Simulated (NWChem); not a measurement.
System: F anion

The following NWChem deck was run.

```
start job
memory heap 200 mb stack 900 mb global 1100 mb
charge -1
geometry units angstroms noautosym nocenter noautoz
  F      0.000000     0.000000     0.000000
end
basis spherical
  F library d-aug-cc-pvdz
end
dft
  xc xcamb88 1.00 lyp 0.81 vwn_5 0.19 hfexch 1.00
  cam 0.33 cam_alpha 0.19 cam_beta 0.46
  iterations 150
end
property
  response 1 0.0
end
task dft property
```

Parts of the log:

```
             Northwest Computational Chemistry Package (NWChem) 7.3.0
             --------------------------------------------------------

                             Geometry "geometry" -> ""
                             -------------------------

 Output coordinates in angstroms (scale by  1.889725989 to convert to a.u.)

  No.       Tag          Charge          X              Y              Z
 ---- ---------------- ---------- -------------- -------------- --------------
    1 F                    9.0000     0.00000000     0.00000000     0.00000000

 Effective nuclear repulsion energy (a.u.)       0.0000000000

                              NWChem Property Module
                              ----------------------

                                 NWChem DFT Module
                                 -----------------

 Summary of "ao basis" -> "ao basis" (spherical)
 ------------------------------------------------------------------------------
       Tag                 Description            Shells   Functions and Types
 ---------------- ------------------------------  ------  ---------------------
 F                       d-aug-cc-pvdz              12       32   5s4p3d

            General Information
            -------------------
          SCF calculation type: DFT
          Wavefunction type:  closed shell.
          No. of atoms     :     1
          No. of electrons :    10
           Alpha electrons :     5
            Beta electrons :     5
          Charge           :    -1
          Spin multiplicity:     1
          Use of symmetry is: off; symmetry adaption is: off
          Maximum number of iterations: 150
          AO basis - number of functions:    32
                     number of shells:    12
          Convergence on energy requested:  1.00D-06
          Convergence on density requested:  1.00D-05
          Convergence on gradient requested:  5.00D-04

              XC Information
              --------------
                     Hartree-Fock (Exact) Exchange  1.000
                   CAM-Becke88 Exchange Functional  1.000
                      VWN V Correlation Functional  0.190 local
              Lee-Yang-Parr Correlation Functional  0.810

           Range-Separation Parameters
           ---------------------------
           Alpha           :  0.19
           Beta            :  0.46
           Gamma           :  0.33
           Short-Range HF  :     F

             Grid Information
             ----------------
          Grid used for XC integration:  medium
          Radial quadrature: Mura-Knowles
          Angular quadrature: Lebedev.
          Tag              B.-S. Rad. Rad. Pts. Rad. Cut. Ang. Pts.
          ---              ---------- --------- --------- ---------
          F                   0.50       49          11.0       434
          Grid pruning is: on
          Number of quadrature shells:    49
          Spatial weights used:  Erf1

      Superposition of Atomic Density Guess
      -------------------------------------

 Sum of atomic energies:         -99.38859736

 Renormalizing density from       9.00 to     10

      Non-variational initial energy
      ------------------------------

 Total energy =    -105.082085
 1-e energy   =    -154.611281
 2-e energy   =      49.529196
 HOMO         =       0.160041
 LUMO         =       0.193577

   convergence    iter        energy       DeltaE   RMS-Dens  Diis-err
 ---------------- ----- ----------------- --------- --------- ---------
 d= 0,ls=0.0,diis     1    -98.3299935335 -9.83D+01  8.31D-02  1.58D+01
 d= 0,ls=0.0,diis     2    -98.2626159464  6.74D-02  4.40D-02  1.74D+01
 d= 0,ls=0.0,diis     3    -99.8121725046 -1.55D+00  1.05D-02  2.93D-01
 d= 0,ls=0.0,diis     4    -99.8470976836 -3.49D-02  1.66D-03  5.04D-03
 d= 0,ls=0.0,diis     5    -99.8474649461 -3.67D-04  4.46D-04  9.52D-04
  Resetting Diis
 d= 0,ls=0.0,diis     6    -99.8475532730 -8.83D-05  1.27D-04  1.03D-05
 d= 0,ls=0.0,diis     7    -99.8475551367 -1.86D-06  2.06D-05  5.29D-08
 d= 0,ls=0.0,diis     8    -99.8475551737 -3.70D-08  6.03D-06  7.80D-09

         Total DFT energy =      -99.847555173672
      One electron energy =     -143.566410806564
           Coulomb energy =       54.341919475662
    Exchange-Corr. energy =      -10.623063842770
 Nuclear repulsion energy =        0.000000000000

 Numeric. integr. density =       10.000000032770

                       DFT Final Molecular Orbital Analysis
                       ------------------------------------

 Vector    3  Occ=2.000000D+00  E=-6.859647D-02
              MO Center= -2.3D-15,  3.2D-16,  2.7D-16, r^2= 7.1D-01
   Bfn.  Coefficient  Atom+Function         Bfn.  Coefficient  Atom+Function
  ----- ------------  ---------------      ----- ------------  ---------------
     6      0.629128  1 F  px                 9      0.408320  1 F  px
    12      0.193899  1 F  px                 7     -0.087841  1 F  py
    10     -0.057011  1 F  py                13     -0.027073  1 F  py

 Vector    4  Occ=2.000000D+00  E=-6.859647D-02
              MO Center=  3.4D-15,  3.5D-15, -2.9D-16, r^2= 7.1D-01
   Bfn.  Coefficient  Atom+Function         Bfn.  Coefficient  Atom+Function
  ----- ------------  ---------------      ----- ------------  ---------------
     8      0.531683  1 F  pz                11      0.345075  1 F  pz
     7      0.342098  1 F  py                10      0.222030  1 F  py
    14      0.163866  1 F  pz                13      0.105436  1 F  py
     6      0.064904  1 F  px                 9      0.042124  1 F  px

 Vector    5  Occ=2.000000D+00  E=-6.859647D-02
              MO Center=  1.1D-15,  2.8D-15,  5.1D-15, r^2= 7.1D-01
   Bfn.  Coefficient  Atom+Function         Bfn.  Coefficient  Atom+Function
  ----- ------------  ---------------      ----- ------------  ---------------
     7      0.528378  1 F  py                 8     -0.347609  1 F  pz
    10      0.342930  1 F  py                11     -0.225607  1 F  pz
    13      0.162847  1 F  py                14     -0.107134  1 F  pz
     6      0.062569  1 F  px                 9      0.040609  1 F  px

 Vector    6  Occ=0.000000D+00  E= 1.710572D-01
              MO Center= -2.9D-15,  1.3D-14,  1.2D-14, r^2= 2.0D+01
   Bfn.  Coefficient  Atom+Function         Bfn.  Coefficient  Atom+Function
  ----- ------------  ---------------      ----- ------------  ---------------
    16      0.811526  1 F  py                17      0.777910  1 F  pz
    13     -0.226749  1 F  py                14     -0.217357  1 F  pz
    15     -0.187693  1 F  px                 7     -0.056081  1 F  py
     8     -0.053758  1 F  pz                12      0.052443  1 F  px

 Vector    7  Occ=0.000000D+00  E= 1.710572D-01
              MO Center=  3.2D-14, -2.3D-16,  8.2D-15, r^2= 2.0D+01
   Bfn.  Coefficient  Atom+Function         Bfn.  Coefficient  Atom+Function
  ----- ------------  ---------------      ----- ------------  ---------------
    15      1.103214  1 F  px                12     -0.308250  1 F  px
    17      0.285519  1 F  pz                14     -0.079777  1 F  pz
     6     -0.076238  1 F  px

 Vector    8  Occ=0.000000D+00  E= 1.710572D-01
              MO Center=  8.3D-16,  6.6D-15,  2.4D-15, r^2= 2.0D+01
   Bfn.  Coefficient  Atom+Function         Bfn.  Coefficient  Atom+Function
  ----- ------------  ---------------      ----- ------------  ---------------
    16      0.800018  1 F  py                17     -0.782484  1 F  pz
    13     -0.223534  1 F  py                14      0.218635  1 F  pz
    15      0.215954  1 F  px                12     -0.060340  1 F  px
     7     -0.055285  1 F  py                 8      0.054074  1 F  pz

 *** CALLING NEW AORESP DRIVER FOR CLOSED AND OPEN SHELLS ***
 Entering AOResponse driver routine

--------------------------------------------------------------------------------

          -----------------------------------------------
          Solving response equations for perturbing field
          -----------------------------------------------

 number of frequencies:     1
 frequency in a.u.:  0.0000000E+00
 Perturbing field: electric
 Using El. Dipole Length Gauge

 Setting up CPKS with frequency omega =      0.00000000 a.u.

 STATIC response

                                NWChem CPHF Module
                                ------------------

  scftype          =     RHF
  nclosed          =        5
  nopen            =        0
  variables        =      135
  # of vectors     =        3
  tolerance        = 0.10D-03
  level shift      = 0.00D+00
  max iterations   =       50
  max subspace     =       30

 SCF residual:    1.6515885788854194E-004

Iterative solution of linear equations
  No. of variables      135
  No. of equations        3
  Maximum subspace       30
        Iterations       50
       Convergence  1.0D-04

   iter   nsub   residual    time
   ----  ------  --------  ---------
     1      3    7.89D-01       0.7
     2      6    4.64D-01       0.8
     3      9    1.43D-01       1.0
     4     12    7.94D-03       1.2
     5     15    3.67D-04       1.4
     6     18    2.32D-05       1.5

 Electric Dipole Response Matrix (nonzero elements):

              1        2        3
    1   15.4253  -0.0000   0.0000
    2   -0.0000  15.4253  -0.0000
    3    0.0000  -0.0000  15.4253

 ------------------------------------------
 average:        15.42533 + I       0.00000

 DFT Linear Response polarizability / au
 Frequency  =       0.0000000 / au
              X              Y              Z
 -----------------------------------------------
 X      15.4253291     -0.0000000      0.0000000
 Y      -0.0000000     15.4253291     -0.0000000
 Z       0.0000000     -0.0000000     15.4253291
 -----------------------------------------------
 Eigenvalues =      15.4253291     15.4253291     15.4253291
 Isotropic   =      15.4253291
 Anisotropic =       0.0000000
 -----------------------------------------------

 Magnetic Dipole Response Matrix (nonzero elements):

 Exiting AOResponse driver routine
```

Level: CAM-B3LYP/d-aug-cc-pVDZ.
